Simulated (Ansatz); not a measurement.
Energy profile

The step: AlNH₄ ([NH2][AlH2]) + CH₄ → CH₅Al ([CH3][AlH2]) + NH₃ (still joined by a long Al–N bond); bonds formed: Al1–C6, N2–H5; bonds broken: H5–C6; bonds weakened to dative contacts: Al1–N2 (atoms numbered as in the saddle structure below).

| atom | x (Å) | y (Å) | z (Å) |
| --- | --- | --- | --- |
| Al1 | -0.3448 | -0.0945 | -1.0397 |
| N2 | 1.1293 | 0.9406 | -0.4020 |
| H3 | 0.0927 | -1.4126 | -1.8096 |
| H4 | -1.6065 | 0.7817 | -1.4425 |
| H5 | 0.4454 | 0.2565 | 0.5328 |
| C6 | -0.5598 | -0.6072 | 1.0519 |
| H7 | 1.0828 | 1.9481 | -0.3392 |
| H8 | 2.0857 | 0.6517 | -0.5526 |
| H9 | 0.0840 | -1.3245 | 1.5661 |
| H10 | -1.3952 | -1.2056 | 0.6515 |
| H11 | -1.0135 | 0.0659 | 1.7833 |

Electronic energies by CCSD(T) at an estimated basis limit (MP2 extrapolated from triple and quadruple zeta, plus CCSD(T) − MP2 in triple zeta), on PBE0-D4/def2-TZVP structures; CH₈AlN, closed shell; no counterpoise correction. Program: Ansatz 0.2.0. Basis: def2-TZVPP and def2-QZVPP. Cores are frozen in the correlated methods. Extrapolation: Hartree–Fock as exp(−7.88 √X), correlation as X^−2.97.

(1) Give the profile in kcal/mol, counted from the separated reactants. (To be estimated.)

The T1 diagnostic stays at or below 0.012. The start structure is not quite a true minimum (one mode of 58i cm⁻¹).

Results:

(1) Computed:
```json
{"point": "separated: AlNH₄ (linked as [NH2][AlH2]; Al1, N2, H3, H4, H7, H8; singlet) + CH₄ (H5, C6, H9, H10, H11; singlet)", "kcal/mol": "0.00"}
{"point": "start structure", "kcal/mol": "-1.33"}
{"point": "saddle", "kcal/mol": "31.09"}
{"point": "end structure", "kcal/mol": "-2.67"}
{"point": "separated: CH₅Al (linked as [CH3][AlH2]; Al1, H3, H4, C6, H9, H10, H11; singlet) + NH₃ (N2, H5, H7, H8; singlet)", "kcal/mol": "25.59"}
```

For scale, one of the runs: CCSD(T)/def2-TZVPP, 216 basis functions, launched by `ansatz run in.yaml --threads 2 --pin off --events-out ev --progress --plain --max-ram 4352MiB`. Hardware: 2 CPU threads of an Arm Neoverse V1, shared host. Wall time 67 s; peak host memory 3.1 GiB.
